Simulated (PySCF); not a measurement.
Mapped SMILES: `[CH3:1][n:2]1[cH:3][cH:4][cH:5][n:6]1`; H(Xn) means a hydrogen on atom n.

Geometry: PBE0-D3(BJ)/def2-SVP; GIAO shifts from PySCF 2.14.0 with density-fitted response routines, gas phase, non-relativistic, averaged over equivalent atoms.

At PBE0/def2-SVP (114 basis functions, 8.5 s wall time on 1 thread of an Arm Neoverse V1, shared host):
```tsv
atoms	δ (ppm)
C5	135.6
C3	125.4
C4	103.9
C1	37.4
N6	320.2
N2	206.8
H(C5)	7.09
H(C3)	6.81
H(C4)	5.95
H(C1)	3.50
```

Scale: $^{13}$C (σref 193.72), $^{1}$H (σref 31.34) against TMS; NH3 for $^{15}$N (σref 269.84) (reference shieldings calculated alike).

Predict the values at PBE0/def2-TZVP on the same geometry.

## Answers


```json
{"atoms": "C5", "δ at PBE0/def2-TZVP": "143.3", "change": "+7.7"}
{"atoms": "C3", "δ at PBE0/def2-TZVP": "131.8", "change": "+6.4"}
{"atoms": "C4", "δ at PBE0/def2-TZVP": "109.0", "change": "+5.1"}
{"atoms": "C1", "δ at PBE0/def2-TZVP": "39.0", "change": "+1.6"}
{"atoms": "N6", "δ at PBE0/def2-TZVP": "341.1", "change": "+20.9"}
{"atoms": "N2", "δ at PBE0/def2-TZVP": "225.5", "change": "+18.7"}
{"atoms": "H(C5)", "δ at PBE0/def2-TZVP": "7.56", "change": "+0.47"}
{"atoms": "H(C3)", "δ at PBE0/def2-TZVP": "7.28", "change": "+0.47"}
{"atoms": "H(C4)", "δ at PBE0/def2-TZVP": "6.31", "change": "+0.36"}
{"atoms": "H(C1)", "δ at PBE0/def2-TZVP": "3.72", "change": "+0.22"}
```

Referencing at the same level of theory: TMS for $^{13}$C (σref 186.65) and $^{1}$H (σref 31.48); $^{15}$N (σref 265.93) vs NH3.

The largest change is at N6 (pyridine-type nitrogen of an azole). Cost: 222 basis functions, 23 s wall time on 1 thread of an Arm Neoverse V1, shared host. The order of the carbon signals is the same at both levels.

Experimental scales use liquid or dissolved standards, which lie at an offset from isolated NH3 (liquid NH3: subtract about 20 ppm). Unscaled 15N shifts of sp2 nitrogen come out 20 to 40 ppm too high even then.
